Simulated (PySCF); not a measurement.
# One shape, several levels: CH3Cl (chloromethane)

Wanted: a comparison of 5 runs (B3LYP/6-31G*, BP86/6-31G*, BP86/pcseg-1, PBE0/def2-SVP, wB97X/def2-TZVP) of CH3Cl (chloromethane). 

The calculation is run with PySCF 2.14.0.

### Step 1. The system as given

CH3Cl: 5 atoms, total charge 0, spin state singlet. As SMILES, `CCl`. The coordinates come from a PBE0-D4/def2-TZVP relaxation.

Bond lengths: C1–Cl2 1.773 Å, C1–H3 1.087 Å, C1–H4 1.088 Å, C1–H5 1.088 Å. Angles: Cl2–C1–H3 108.7°, Cl2–C1–H4 108.7°, Cl2–C1–H5 108.6°, H3–C1–H4 110.3°, H3–C1–H5 110.3°, H4–C1–H5 110.3°.

### Step 2. Energy and gradient at B3LYP/6-31G(d) (spherical functions) (run 1)

The input, run.py:

```python
import pyscf.grad
from pyscf import gto, dft

molecule = gto.M(
    atom='''
C   -0.120900   0.010000   0.051300
Cl   1.469400  -0.290800  -0.672500
H   -0.284800  -0.715400   0.844700
H   -0.880000  -0.097100  -0.720100
H   -0.133800   1.019700   0.455100
''',
    charge=0,
    max_memory=1860,
    verbose=4,
    basis='6-31g*',
)

mf = dft.RKS(molecule, xc='b3lyp')
mf.conv_tol = 1e-10
mf.grids.level = 5
mf.kernel()
if not mf.converged:
    mf = mf.newton().run(mf.mo_coeff, mf.mo_occ)

e_tot = mf.e_tot
print('E(%s) = %.9f' % ('B3LYP', e_tot))
grad = mf.Gradients().kernel()
mf.analyze()
```

Started as:

```
$ OMP_NUM_THREADS=1 python run.py
```

Log:

```text
PySCF version 2.14.0

[... 85 lines left out ...]
Nuclear Repulsion Energy =              51.538287178024980
[... 7 lines left out ...]
MO #2   energy= -10.2339483183502  occ= 2
[... 5 lines left out ...]
MO #8   energy= -0.678269701576832 occ= 2
[... 5 lines left out ...]
MO #14  energy= 0.0360897092719887 occ= 0
[... 5 lines left out ...]
MO #20  energy= 0.461718357118215  occ= 0
[... 5 lines left out ...]
MO #26  energy= 0.834631230333235  occ= 0
[... 5 lines left out ...]
MO #32  energy= 1.04964510684037   occ= 0
[... 5 lines left out ...]
MO #38  energy= 2.20898320731078   occ= 0
[... 46 lines left out ...]
Dipole moment(X, Y, Z, Debye): -1.80326,  0.34113,  0.82071
```

Run time: 14 s. Hardware: 1 thread of Intel Xeon at 2.50GHz (Skylake/Cascade Lake), shared host; peak memory 0.42 GiB.

### Step 3. Energy and gradient at BP86/6-31G(d) (spherical functions) (run 2)

The input, input.py:

```python
from pyscf import gto, dft

mol = gto.M(
    atom=[
    ('C', (-0.120900, 0.010000, 0.051300)),
    ('Cl', (1.469400, -0.290800, -0.672500)),
    ('H', (-0.284800, -0.715400, 0.844700)),
    ('H', (-0.880000, -0.097100, -0.720100)),
    ('H', (-0.133800, 1.019700, 0.455100)),
],
    basis='6-31g*',
    verbose=4,
    max_memory=1860,
)

ks = dft.RKS(mol)
ks.xc = 'bp86'
ks.conv_tol = 1e-10
ks.grids.level = 5
ks.kernel()
if not ks.converged:
    ks = ks.newton().run(ks.mo_coeff, ks.mo_occ)

etot = ks.e_tot
print('E(%s) = %.9f' % ('BP86', etot))
grad = ks.nuc_grad_method().kernel()
ks.analyze()
```

Started as:

```
$ OMP_NUM_THREADS=1 python input.py
```

Log:

```text
PySCF version 2.14.0

[... 88 lines left out ...]
Nuclear Repulsion Energy =              51.538287178024980
[... 7 lines left out ...]
MO #2   energy= -9.95889721545534  occ= 2
[... 5 lines left out ...]
MO #8   energy= -0.615010333042154 occ= 2
[... 5 lines left out ...]
MO #14  energy= 0.000238568937338091 occ= 0
[... 5 lines left out ...]
MO #20  energy= 0.425346152469519  occ= 0
[... 5 lines left out ...]
MO #26  energy= 0.780989764101404  occ= 0
[... 5 lines left out ...]
MO #32  energy= 0.990859463365734  occ= 0
[... 5 lines left out ...]
MO #38  energy= 2.13092435696781   occ= 0
[... 46 lines left out ...]
Dipole moment(X, Y, Z, Debye): -1.77758,  0.33627,  0.80902
```

It took 13 s on 1 thread of Intel Xeon at 2.50GHz (Skylake/Cascade Lake), shared host; peak memory 0.42 GiB.

Runs 3 to 4 aren't shown in full; the table further down has their settings and results.

### Step 4. Energy and forces at wB97X/def2-TZVP (run 5)

The input, calc.py:

```python
import pyscf.grad
from pyscf import gto, dft

mol = gto.Mole()
mol.atom = '''
C   -0.120900   0.010000   0.051300
Cl   1.469400  -0.290800  -0.672500
H   -0.284800  -0.715400   0.844700
H   -0.880000  -0.097100  -0.720100
H   -0.133800   1.019700   0.455100
'''
mol.basis = 'def2-tzvp'
mol.verbose = 3
mol.charge = 0
mol.max_memory = 1860
mol.build()

ks = dft.RKS(mol)
ks.xc = 'wb97x'
ks.conv_tol = 1e-10
ks.grids.level = 5
ks.kernel()
if not ks.converged:
    ks = ks.newton().run(ks.mo_coeff, ks.mo_occ)

e_final = ks.e_tot
print('E = %.10f Eh' % e_final)
grad = ks.Gradients().kernel()
dip = ks.dip_moment()
pop, q = ks.mulliken_pop()
```

Started as:

```
$ OMP_NUM_THREADS=1 python calc.py
```

Log:

```text
converged SCF energy = -500.124411563547
[... 9 lines left out ...]
Dipole moment(X, Y, Z, Debye): -1.75122,  0.33128,  0.79703
[... 92 lines left out ...]
charge of    4H =      0.13770
```

Run time: 52 s. Hardware: 1 thread of Intel Xeon at 2.50GHz (Skylake/Cascade Lake), shared host; peak memory 0.84 GiB.

### Step 5. Overview of the runs

```csv
run,level,energy (Eh),dipole moment (D),HOMO energy (eV),LUMO energy (eV),wall time
1,B3LYP/6-31G* (spherical functions),-500.104043,2.01,-8.05,0.98,14 s
2,BP86/6-31G* (spherical functions),-500.127940,1.98,-6.99,0.01,13 s
3,BP86/pcseg-1,-500.128982,2.00,-7.17,-0.31,16 s
4,PBE0/def2-SVP,-499.728423,1.88,-8.18,1.45,13 s
5,wB97X/def2-TZVP,-500.124412,1.95,-10.91,3.11,52 s
```

### Step 6. Outcome

```
                       quantity          value
            run 5: total energy  -500.12441 Eh
           run 5: dipole moment         1.95 D
             run 5: HOMO energy      -10.91 eV
             run 5: LUMO energy        3.11 eV
           run 5: HOMO–LUMO gap       14.02 eV
run 5: largest force on an atom     0.041 eV/Å
```

**Reading.** The dipole moment (its size) runs from 1.88 D (PBE0/def2-SVP) to 2.01 D (B3LYP/6-31G*). The two ends differ in method and basis. The HOMO–LUMO gap runs from 6.86 eV (BP86/pcseg-1) to 14.02 eV (wB97X/def2-TZVP). Totals of different functionals can't be ranked against each other. All runs together took 1.8 min, the longest 52 s.
